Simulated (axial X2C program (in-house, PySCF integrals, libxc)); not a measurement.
## Potential curves of SiCl⁻, with spin–orbit coupling

All values were computed with an in-house relativistic program for diatomic molecules. Two-component (2c) means X2C with spin–orbit coupling and atomic mean-field two-electron Coulomb and Gaunt terms. Basis: Cl dyall-av3z [9s8p3d2f], Si dyall-av3z [9s8p3d2f] (cores contracted in-house); Gaussian nuclei, density fitting, unrestricted open shells. Masses: Cl 34.969 u, Si 27.977 u.

State: Ω = 1 (⟨Sz⟩ = 1.00, ⟨Lz⟩ = 0.00 at HF). Energies in kJ/mol from the fragments at the same level (Cl- + Si). Fits are polynomials in 1 − R0/R over 0.85 to 1.23 times the lowest point R0.

```tsv
R (Å)	HF	MP2	PBE0
1.9558	-86.69	-136.79	-158.64
2.0457	-120.49	-167.99	-188.41
2.1131	-135.46	-181.21	-200.75
2.1806	-144.04	-188.15	-206.94
2.2480	-147.88	-190.42	-208.55
2.3267	-148.05	-188.79	-206.24
2.4054	-145.02	-183.94	-200.77
2.5065	-138.12	-174.65	-190.74
2.6302	-127.21	-160.68	-175.94
2.8100	-109.83	-138.63	-152.78
```

Correlated methods: 12 electrons correlated (number of frozen shells: Cl 2 s, 1 p; Si 2 s, 1 p), 198 virtual spin orbitals or spinors in MP2.

Occupations by symmetry block were frozen at the best pattern of an incomplete PBE0 search. Dissociation energies refer to the lowest single-determinant-based atoms at the same level and basis. Density functionals use the spin component along the axis (collinear). The 2c atoms are single determinants rather than J levels; their spin–orbit lowering is only partly caught, and De is too large by that part. This holds for MP2, PBE0. PBE0 can misorder states that lie within some tenths of an eV, so this need not be the ground state of the molecule. The nearest other 2c determinant of the search, Ω = 0, lies 0.72 eV up at the distance of the search. Without a current term, density functionals place determinants with orbital angular momentum somewhat too high. With several unpaired electrons one determinant need not be a pure state. Open-shell Ω = 0 determinants with evenly filled partner blocks cannot be reached by this program, so the Ω shown need not be the lowest component. This is the Ω = 1 component of a π² triplet; the 0⁺ component is not one determinant and can lie lowest. The highest occupied level of some functionals is positive through self-interaction error; at Hartree–Fock it is bound. Hartree–Fock gets electron affinities wrong, so its lowest charge split need not be the true one. MP2 and coupled cluster on one determinant become unreliable at the stretched end.

Q: Fit the HF curve near its minimum: give the equilibrium distance, the harmonic wavenumber and the well depth.

A: At HF, 2c: Re = 2.290 Å, ωe ≈ 335 cm⁻¹, De = 1.54 eV to Cl- + Si; Be follows as 0.207 cm⁻¹.

Q: Fit the MP2 curve near its minimum: give the equilibrium distance, the harmonic wavenumber and the well depth.

A: At MP2, 2c: Re = 2.256 Å, ωe ≈ 362 cm⁻¹, De = 1.97 eV to Cl- + Si; Be follows as 0.213 cm⁻¹.

Q: What are Re, ωe and De at the PBE0 level?

A: At PBE0, 2c: Re = 2.243 Å, ωe ≈ 369 cm⁻¹, De = 2.16 eV to Cl- + Si; Be follows as 0.216 cm⁻¹.
